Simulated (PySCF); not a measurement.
Input file for PySCF: D3(BJ) and D4 dispersion corrections on CH4O (SMILES CO).

```python
from pyscf import gto
from pyscf.dispersion import dftd3, dftd4

mol = gto.M(
    atom='''
    O     0.87475706    0.17581889    0.51484627
    H     1.24274006   -0.39625811    1.19237527
    C     1.33976206   -0.29581011   -0.74731273
    H     0.90894506    0.35528289   -1.50042673
    H     2.42572606   -0.24501811   -0.82162473
    H     1.01141906   -1.31568011   -0.94639273
    ''',
    basis='def2-svp',
    charge=0, spin=0, verbose=0, max_memory=1800)
d3, d4 = {}, {}
for xc in ['hf', 'pbe', 'blyp', 'revpbe', 'tpss', 'r2scan', 'b3lyp', 'pbe0', 'bhlyp', 'camb3lyp', 'b2plyp']:
    d3[xc] = float(dftd3.DFTD3Dispersion(mol, xc=xc, version='d3bj', atm=False).get_dispersion()['energy'])
    print(f'D3(BJ) {xc:10s} {d3[xc]:14.8f} Eh')
for xc in ['hf', 'pbe', 'blyp', 'revpbe', 'tpss', 'r2scan', 'b3lyp', 'pbe0', 'bhlyp', 'camb3lyp', 'b2plyp']:
    d4[xc] = float(dftd4.DFTD4Dispersion(mol, xc={'camb3lyp': 'cam-b3lyp'}.get(xc, xc), atm=True).get_dispersion()['energy'])
    print(f'D4     {xc:10s} {d4[xc]:14.8f} Eh')
```

Program output:

```
D3(BJ) hf            -0.01972579 Eh
D3(BJ) pbe           -0.00189951 Eh
D3(BJ) blyp          -0.00387451 Eh
D3(BJ) revpbe        -0.00539389 Eh
D3(BJ) tpss          -0.00226666 Eh
D3(BJ) r2scan        -0.00046311 Eh
D3(BJ) b3lyp         -0.00310698 Eh
D3(BJ) pbe0          -0.00150498 Eh
D3(BJ) bhlyp         -0.00226624 Eh
D3(BJ) camb3lyp      -0.00119771 Eh
D3(BJ) b2plyp        -0.00130766 Eh
D4     hf            -0.00705916 Eh
D4     pbe           -0.00152499 Eh
D4     blyp          -0.00362839 Eh
D4     revpbe        -0.00661495 Eh
D4     tpss          -0.00207955 Eh
D4     r2scan        -0.00036095 Eh
D4     b3lyp         -0.00243683 Eh
D4     pbe0          -0.00123253 Eh
D4     bhlyp         -0.00151601 Eh
D4     camb3lyp      -0.00119295 Eh
D4     b2plyp        -0.00104665 Eh
```

The run finished.

Cost: roughly 0.020 core-seconds.
